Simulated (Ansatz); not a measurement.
Geometry optimisation, RKS B3LYP-D4/def2-SVP (Ansatz).

The input (input.yaml):

```yaml
crystal:
  periodic: [false, false, false]
  atoms:
    - { symbol: Al, position_ang: [0.0, 0.0, 0.0] }
    - { symbol: "N", position_ang: [0.0, 0.0, 1.92] }
    - { symbol: H, position_ang: [-0.877, -0.2713, 2.45] }
    - { symbol: H, position_ang: [0.877, 0.2713, 2.45] }
    - { symbol: H, position_ang: [1.351, 0.0, -0.78] }
    - { symbol: H, position_ang: [-1.351, 0.0, -0.78] }
basis:
  gaussian: { orbitals: def2-SVP }
hamiltonian:
  xc: b3lyp
  dispersion: d4
relax:
  f_tol: 0.02
  max_steps: 40
output:
  orbitals: {}
```

Command:

```bash
$ ansatz run input.yaml --threads 1 --pin off --max-ram 2048MiB --backend cpu --events-out ev --progress --plain --runs-dir out
```

Question: Where does it end, and by what steps?

Answer: The forces met the threshold. After 6 steps the energy has fallen by 0.406 eV; H3 moved furthest, 0.21 Å.

```csv
step,energy less start (eV),largest force component (eV/Å),accepted
0,0.0000,2.559,yes
1,-0.3232,1.171,yes
2,-0.3861,0.641,yes
3,-0.3954,0.489,yes
4,-0.4029,0.131,yes
5,-0.4062,0.026,yes
6,-0.4062,0.002,yes
```

```xyz
6
Properties=species:S:1:pos:R:3
Al 0.000 0.000 0.040
N 0.000 0.000 1.815
H -0.827 -0.074 2.401
H 0.827 0.074 2.401
H 1.394 0.124 -0.699
H -1.394 -0.124 -0.699
```

Whether the end is a true minimum wasn't checked by a vibrational analysis.

The run took 8.6 s on 1 thread of AMD EPYC 7R43 64-Core Processor (Zen 3), with other jobs on the host, peak memory 0.12 GiB.
